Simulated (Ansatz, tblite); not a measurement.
Cost and result up the ladder for MgF₂⁻ (3 atoms). Charge -1, multiplicity 2. Geometry: r2SCAN-D4/def2-TZVPD.

Cartesian coordinates in Å:
```
Mg 0.0949 0.5605 -0.1034
F -1.4338 -0.1931 -0.7489
F 1.3389 -0.3673 0.8523
```

Ansatz on 4 threads of AMD EPYC 7B13 on a shared host; xTB runs through tblite on one thread. Times are rough, summed over both states, and most runs start from the orbitals of an earlier one. ωB97X-V/def2-TZVPD serves as the yardstick here, not as an exact answer. The other state is a quartet at its own geometry.

The xTB rows come from tblite. LC-ωPBE has ω = 0.4 bohr⁻¹. Correlated methods freeze 3 core orbitals; core or outer-core shells of Mg are correlated, in sets that lack core-valence functions. In the quartet, F2 and F3 lie 1.99 Å apart (atoms count from 1), so these atoms are partly bonded to each other. The structure comes from a short search, and lower isomers may exist.

xTB has no spin-polarisation term.

| level | functions | quartet − doublet (eV) | difference from ωB97X-V/def2-TZVPD (eV) | remarks |
| --- | --- | --- | --- | --- |
| CCSD(T)/def2-TZVPPD | 115 | 6.33 | 0.22 | HOMO above zero (quartet), large T1 (quartet) |
| BLYP-D4/def2-TZVPD | 115 | 5.66 | -0.46 | HOMO above zero (doublet), HOMO above zero (quartet) |
| RPA@PBE/def2-TZVPD | 115 | 5.65 | -0.46 | – |
| PBE-D4/def2-TZVPD (with forces) | 115 | 5.52 | -0.59 | HOMO above zero (doublet), HOMO above zero (quartet) |
| ωB97X-V/def2-TZVPD | 115 | 6.11 | 0.00 | HOMO above zero (quartet) |
| MP2/def2-TZVPD | 115 | 7.12 | 1.01 | HOMO above zero (quartet) |
| BHLYP-D4/def2-TZVPD | 115 | 6.14 | 0.03 | HOMO above zero (quartet) |
| r2SCAN-D4/def2-TZVPD | 115 | 5.57 | -0.54 | HOMO above zero (doublet), HOMO above zero (quartet) |
| GFN2-xTB | 17 | 11.64 | 5.52 | – |
| revPBE-D4/def2-TZVPD | 115 | 5.45 | -0.67 | HOMO above zero (doublet), HOMO above zero (quartet) |
| LC-ωPBE/def2-TZVPD | 115 | 6.13 | 0.02 | – |
| PBE0-D4/def2-TZVPD | 115 | 5.76 | -0.35 | HOMO above zero (doublet), HOMO above zero (quartet) |
| GFN1-xTB | 12 | 10.02 | 3.91 | – |

Problem. Estimate how long each takes.

Solution. GFN2-xTB 0.005 s; GFN1-xTB 0.006 s; revPBE-D4/def2-TZVPD 2.2 s; PBE-D4/def2-TZVPD (with forces) 2.8 s; MP2/def2-TZVPD 3.3 s; BLYP-D4/def2-TZVPD 3.4 s; RPA@PBE/def2-TZVPD 4.1 s; BHLYP-D4/def2-TZVPD 5.1 s; LC-ωPBE/def2-TZVPD 5.2 s; r2SCAN-D4/def2-TZVPD 6.1 s; PBE0-D4/def2-TZVPD 9.3 s; ωB97X-V/def2-TZVPD 11 s; CCSD(T)/def2-TZVPPD 28 s. On shared hardware such times vary by a factor of up to 3.
